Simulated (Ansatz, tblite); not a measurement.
Cost and result up the ladder for the cluster AlN₂ (the lowest doublet isomer of a short search) (3 atoms). Total charge 0; doublet. Geometry: r2SCAN-D4/def2-TZVP.

| atom | x (Å) | y (Å) | z (Å) |
| --- | --- | --- | --- |
| Al1 | 1.583 | 0.500 | -0.342 |
| N2 | -0.265 | -0.081 | 0.050 |
| N3 | -1.318 | -0.419 | 0.292 |

Ansatz on 4 threads of Arm Neoverse V2 on a shared host; xTB runs through tblite on one thread. Times are rough, summed over both states, and most runs start from the orbitals of an earlier one. PBE0-D4/def2-TZVP serves as the yardstick here, not as an exact answer. The other state is a singlet.

The xTB rows come from tblite. Correlated methods freeze 7 core orbitals. The structure comes from a short search, and lower isomers may exist.

Run but left out: r2SCAN-D4/def2-TZVP (flagged by the program: asymmetric forces).

Correlated methods converge slowly with the basis.

Raw xTB energies of ions are shifted by several eV, and xTB has no spin-polarisation term.

```json
{"level": "GFN1-xTB", "functions": "17", "wall time": "0.002 s", "vertical IE (eV)": "11.19", "difference from PBE0-D4/def2-TZVP (eV)": "4.35", "remarks": "–"}
{"level": "PBE-D4/def2-TZVP", "functions": "99", "wall time": "1.6 s", "vertical IE (eV)": "6.91", "difference from PBE0-D4/def2-TZVP (eV)": "0.06", "remarks": "–"}
{"level": "CCSD(T)/def2-TZVPP", "functions": "104", "wall time": "3.3 s", "vertical IE (eV)": "6.27", "difference from PBE0-D4/def2-TZVP (eV)": "-0.57", "remarks": "spin-contaminated (⟨S²⟩ 0.84) (doublet)"}
{"level": "PBE0-D4/def2-TZVP", "functions": "99", "wall time": "6.4 s", "vertical IE (eV)": "6.84", "difference from PBE0-D4/def2-TZVP (eV)": "0.00", "remarks": "–"}
```
